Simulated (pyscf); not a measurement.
Structures and frequencies: ωB97X-D3(BJ)/def2-SVP in PySCF.

SMILES: [Cl][V]([Cl])([Cl])=[O]
```xyz
5

O      0.1655     0.4530     0.2727
V     -1.0798    -0.4085     0.1544
Cl    -0.5678    -2.1371    -0.9652
Cl    -2.5655     0.7348    -0.8405
Cl    -1.6971    -0.9256     2.1177
```

How much does it cost (ΔH, 298 K, ωB97M-D3(BJ)/def2-TZVP) to split O=V(Cl)(Cl)–Cl at its Cl–V bond into [O=V(Cl)–Cl]• + Cl•?

Cl–V to [O=V(Cl)–Cl]• + Cl•: 67.7 kcal/mol. The 7 functionals that were run give +59.5 (M06-2X) to +87.5 kcal/mol (PBE). The radicals are drawn with the spin at the cut bond; how far it spreads was not checked. Other isomers of [O=V(Cl)–Cl]• were not searched in full and may lie lower. Left out: the spin-orbit lowering of Cl. Open-shell species with a d-block atom are single-reference here; other states, and whether the spin sits on metal or ligand, were not checked.
